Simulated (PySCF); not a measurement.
Some computed properties have been withheld. Give your best values.

Species: C3H7NO.
Geometry (GFN2-xTB, Å), atoms numbered from 1 in this order:
```xyz
12
C3H7NO angstrom
C     -1.687   -0.128   -0.168
C     -0.224   -0.547   -0.171
C      0.695    0.620    0.155
N      2.012    0.287    0.153
O      0.320    1.743    0.395
H     -1.854    0.653   -0.905
H     -1.961    0.267    0.807
H     -2.328   -0.975   -0.399
H      0.056   -0.939   -1.152
H     -0.051   -1.333    0.567
H      2.329   -0.645   -0.039
H      2.694    0.996    0.363
```

```tsv
property	level	value
point group of the GFN2-xTB geometry	GFN2-xTB	?
rotational constants A, B, C of the GFN2-xTB geometry	GFN2-xTB	?
dipole moment	CAM-B3LYP/def2-SVPD	?
HOMO energy	CAM-B3LYP/def2-SVPD	-8.92 eV
LUMO energy	CAM-B3LYP/def2-SVPD	1.14 eV
lowest singlet excitation	TDDFT CAM-B3LYP/def2-SVPD	?
strongest line among the 8 lowest singlet transitions	TDDFT CAM-B3LYP/def2-SVPD	S4 at 7.60 eV (163 nm, f = 0.133)
lowest triplet excitation (Tamm–Dancoff)	TDA CAM-B3LYP/def2-SVPD	?
static isotropic polarisability	CAM-B3LYP/def2-SVPD	?
electronic spatial extent ⟨r²⟩ about the centre of nuclear charge	CAM-B3LYP/def2-SVPD	455 bohr²
```

Gas-phase values; electronic properties from PySCF, density fitting. One conformer (not necessarily the lowest) at the GFN2-xTB geometry, without solvent, vibrations or thermal averaging.

**Question.** Give the static isotropic polarisability.

**Answer.** 49.1 au.

**Question.** Give the lowest triplet excitation (Tamm–Dancoff).

**Answer.** 5.32 eV.

**Question.** The rotational constants A, B, C of the GFN2-xTB geometry?

**Answer.** 9.904, 3.853, 2.873 GHz.

**Question.** What is the lowest singlet excitation?

**Answer.** 5.80 eV (214 nm, f = 0.000).

**Question.** Give the dipole moment.

**Answer.** 3.85 D.

**Question.** The point group of the GFN2-xTB geometry?

**Answer.** Cs.

The rotational constants make it an asymmetric top with κ = (2B − A − C)/(A − C) = -0.72, nearer the prolate limit (−1). The dipole equals about 12.8 × 10⁻³⁰ C·m (1 D = 3.33564 × 10⁻³⁰ C·m). The vertical singlet–triplet gap S1 − T1 is 0.48 eV (TDDFT singlet less Tamm–Dancoff triplet; S1: HOMO→LUMO+1, weight 0.92; T1: HOMO→LUMO+1, weight 0.90). No computed singlet falls in the visible range (750 to 380 nm, 1.65 to 3.26 eV); S1 lies 2.54 eV above its blue end.

For the TDDFT job (CAM-B3LYP/def2-SVPD), time: 23 s wall. Hardware: one thread, x86-64 server, no GPU (shared host).
